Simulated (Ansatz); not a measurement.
# A basis-limit estimate, worked out

An elementary step of Si2H7Cl, singlet (SiH₃Cl ([SiH3][Cl]) + SiH₄ → Si₂H₅Cl ([SiH3][SiH2][Cl]) + H₂; bonds formed: Si1–Si7, H2–H6; bonds broken: Si1–H2, H6–Si7). “Start” is the structure reached by relaxing down from the saddle towards the reactants; PBE0-D4/def2-TZVP structures. The saddle:

```xyz
10
angstrom
Si -0.6481 0.8914 -0.6125
H -0.3832 -0.9164 -0.4852
H -2.1178 0.7543 -0.4462
H -0.2401 2.1726 0.0221
Cl -0.1849 1.0646 -2.6145
H -0.0590 -1.7692 -0.0253
Si 0.7683 -0.6196 0.8637
H -0.5546 -0.5073 1.5597
H 1.7103 -0.6632 -0.2872
H 1.7092 -0.4072 2.0252
```

Computed with Ansatz 0.2.0 (basis: def2-TZVPP and def2-QZVPP); correlated methods freeze the cores.

Energies in eV:

| quantity | saddle | start |
| --- | --- | --- |
| Hartree–Fock, triple zeta (X = 3) | -28336.40215 | -28340.78353 |
| Hartree–Fock, quadruple zeta (X = 4) | -28337.25752 | -28341.64223 |
| MP2 correlation, X = 3 | -13.85113 | -12.73099 |
| MP2 correlation, X = 4 | -14.97352 | -13.80456 |
| CCSD(T) correlation, X = 3 | -16.12010 | -15.03031 |

Question: Work out the barrier at the basis limit: extrapolate Hartree–Fock as E(X) = E∞ + A exp(−7.88 √X) and the MP2 correlation as E(X) = E∞ + B X^−2.97 (the exponents that Neese and Valeev fitted for def2-TZVPP and QZVPP), then add CCSD(T) − MP2 in triple zeta.

Answer: Each step is linear, so take the differences first (saddle − start): Hartree–Fock 4.38138 (X = 3) and 4.38471 (X = 4); MP2 correlation -1.12014 and -1.16896; CCSD(T) correlation -1.08979.
Two points give E∞ = E(4) + w [E(4) − E(3)], with w = 1/(exp(7.88 (2 − √3)) − 1) = 0.1377 for Hartree–Fock and w = 1/((4/3)^2.97 − 1) = 0.7407 for the correlation.
Hartree–Fock: 4.38471 + 0.1377 × 0.00333 = 4.3852 eV.
MP2 correlation: -1.16896 + 0.7407 × (-0.04882) = -1.2051 eV.
CCSD(T) − MP2: -1.08979 − (-1.12014) = 0.0303 eV.
Sum: 4.3852 + (-1.2051) + 0.0303 = 3.2104 eV, or 74.03 kcal/mol. Plain CCSD(T) in triple zeta gives 3.2916 eV, so the larger basis shifts the result by -0.0812 eV.

No T1 diagnostic of these runs exceeds 0.012.

Labels in which every atom is bracketed show which atoms are joined, not bond orders.

For scale, one of the runs: CCSD(T)/def2-TZVPP, 224 basis functions, launched by `ansatz run in.yaml --threads 4 --pin off --events-out ev --progress --plain --max-ram 9574MiB`. Hardware: 4 CPU threads of an Arm Neoverse V2, shared host. Wall time 31 s; peak host memory 3.2 GiB.
